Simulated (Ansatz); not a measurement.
**Relaxing GaSb3**

These are results of Ansatz 0.2.0, DFT PBE, scalar-relativistic, plane waves, PAW, not measurements. Cutoff 420 eV, Γ-centred k mesh, Gaussian smearing, no spin polarisation in the final step.

The start puts GaSb3 on the sites of a reported Cu3Pd cell (P4/mmm, No. 123), with Ga in place of Pd, Sb in place of Cu, at a guessed volume.

```
Ga Sb
1.0
     4.68281    0.00000    0.00000
     0.00000    4.68281    0.00000
     0.00000    0.00000    4.63467
Ga Sb
1 3
Cartesian
  0.0000 0.0000 0.0000
  0.0000 2.3414 2.3173
  2.3414 0.0000 2.3173
  2.3414 2.3414 0.0000
```

Steps on the 10×10×10 mesh (4 atoms). 7 of 11 steps are shown, and the free energy counts from the last. Trial steps that were taken back and renewals of the plane-wave basis can be among the rows.

```
step  ΔF (meV/atom) V (Å³/atom) P (GPa)
   1            5.8        25.41     1.84
   2            2.0        26.60    -0.63
   3            1.2        26.29    -0.04
   6            0.5        26.01     0.54
   7            0.9        26.25     0.08
   8            0.2        26.34    -0.12
  11            0.0        26.29    -0.02
```

A final relaxation ran on a 10×10×10 mesh. The relaxed crystal, P4/mmm (No. 123):

```cif
data_structure
_symmetry_space_group_name_H-M 'P4/mmm'
_symmetry_Int_Tables_number 123
_cell_length_a 4.8425
_cell_length_b 4.8425
_cell_length_c 4.4840
_cell_angle_alpha 90.000
_cell_angle_beta 90.000
_cell_angle_gamma 90.000
_cell_volume 105.15
loop_
_atom_site_label
_atom_site_type_symbol
_atom_site_symmetry_multiplicity
_atom_site_Wyckoff_symbol
_atom_site_fract_x
_atom_site_fract_y
_atom_site_fract_z
_atom_site_occupancy
Ga1 Ga 1 a 0.00000 0.00000 0.00000 1
Sb1 Sb 2 e 0.00000 0.50000 0.50000 1
Sb2 Sb 1 c 0.50000 0.50000 0.00000 1
```

For GaSb3, the volume per atom is 26.29 Å³. The density is 6.87 g/cm³, the energy over the elements is 0.20 eV/atom and the gap on the 10×10×10 mesh is 0 eV (a metal).

The zero of energy is the elements' standard structures at the same level; no fitted shifts are applied.

The final run used a 10×10×10 mesh on its 4-atom cell and 0.10 eV smearing. For metals, differences of a few meV/atom aren't resolved. Spin–orbit coupling is left out.

Symmetry constrained the relaxation, so the result can be a saddle point.